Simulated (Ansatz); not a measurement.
# Worked example: ideal-gas entropy of [PH2]− (phosphanide)

A singlet with charge -1, relaxed at r2SCAN/def2-TZVP (Ansatz 0.2.0):

```xyz
3

P     0.5311   -0.3125    0.2609
H     0.1144    1.0588    0.1774
H    -0.6455   -0.7462   -0.4382
```

Harmonic wavenumbers in cm⁻¹: 1081, 2274, 2278.

Masses in u: P 30.974, H 1.008. Take T = 298.15 K, p = 1 bar, R = 8.3145 J/(mol K), kT/hc = 207.22 cm⁻¹, rigid rotor and harmonic oscillator.

Task: Work out S° at 298 K.

Result: 
1. Translation (Sackur–Tetrode): S = R[3/2 ln M + 5/2 ln T − 1.1517] with M = 32.99 gives 152.5 J/(mol K).
2. Rotation: principal moments 1.907, 2.124, 4.031 u Å² give A, B, C = 8.8395, 7.9365, 4.1818 cm⁻¹; the symmetry number is σ = 2; q = (√π/σ)√((kT/hc)³/ABC) = 154; S = R(ln q + 3/2) = 54.4.
3. Vibration: with u = ν̃/207.22, each mode gives R[u/(eᵘ − 1) − ln(1 − e⁻ᵘ)]; the sum is 0.3, most from 1081 cm⁻¹ (0.3).
4. Electronic: R ln 1 = 0.0, from the spin multiplicity alone.
5. Sum: 152.5 + 54.4 + 0.3 + 0.0 = 207.2 J/(mol K).

No measured value is set beside it here.
